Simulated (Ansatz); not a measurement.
# C₂H₄N+: single points off equilibrium

An exercise on one series of results from a longer session: the logs are not shown, and one member is left open.

The runs use Ansatz 0.2.0, Gaussian basis; single points in def2-TZVPP.

Cores are frozen in the correlated methods.

1 further run of the same task is left out (it didn't finish).

## Where the work starts

SMILES `C=N[CH2+]`, 7 atoms, charge 1, spin multiplicity 1.

Atoms are counted from 1 here; the program's logs count them from 0.

Bond lengths: C1–N2 1.266 Å, C1–H4 1.084 Å, C1–H5 1.084 Å, N2–C3 1.256 Å, C3–H6 1.084 Å, C3–H7 1.093 Å. Angles: N2–C1–H4 118.5°, N2–C1–H5 117.7°, H4–C1–H5 123.8°, C1–N2–C3 175.6°, N2–C3–H6 117.7°, N2–C3–H7 116.8°, H6–C3–H7 125.4°.

Geometry (Å):

```
C    -0.98897   -0.17135   -0.76251
N     0.00292   -0.02992    0.01088
C     0.98185    0.20523    0.76214
H    -1.97683    0.06353   -0.38402
H    -0.80222   -0.56870   -1.75413
H     1.41833    1.19651    0.72527
H     1.34726   -0.62587    1.37062
```

Set-up of the first run:

Contents of run/in.yaml:

```yaml
crystal:
  periodic: [false, false, false]
  atoms:
    - {symbol: C, position_ang: [-0.988974, -0.171347, -0.762509]}
    - {symbol: N, position_ang: [0.002916, -0.029917, 0.010878]}
    - {symbol: C, position_ang: [0.981848, 0.205229, 0.762142]}
    - {symbol: H, position_ang: [-1.976834, 0.063530, -0.384022]}
    - {symbol: H, position_ang: [-0.802225, -0.568698, -1.754127]}
    - {symbol: H, position_ang: [1.418330, 1.196515, 0.725270]}
    - {symbol: H, position_ang: [1.347263, -0.625871, 1.370618]}
basis:
  gaussian: {orbitals: def2-TZVPP}
total_charge: 1
hamiltonian: {xc: pbe, dispersion: d4}
output: {forces: true}
```

Started as:

```console
ansatz run in.yaml --threads 2 --pin off --events-out ev --progress --plain --max-ram 3481MiB
```

Steps of the session up to this table: PBE-D4/def2-TZVPP; r2SCAN-D4/def2-TZVPP; PBE0-D4/def2-TZVPP; wB97M-V/def2-TZVPP; CCSD(T)/def2-TZVPP.

One table of the session follows, with a row left open; its other results are not shown here.

```
   method  RMS force component (eV/Å)  angle to CCSD(T) forces (°)
   PBE-D4                       0.496                         26.8
r2SCAN-D4                       0.554                         25.6
  PBE0-D4                       0.616                         27.9
  wB97M-V                           ?                            ?
  CCSD(T)                       0.315                    reference
```

Q: Estimate the row for wB97M-V from the others.

The run gave: RMS force component (eV/Å): 0.514; angle to CCSD(T) forces (°): 22.7. In the column «RMS force component (eV/Å)» it lies between PBE-D4 (0.496) and r2SCAN-D4 (0.554).
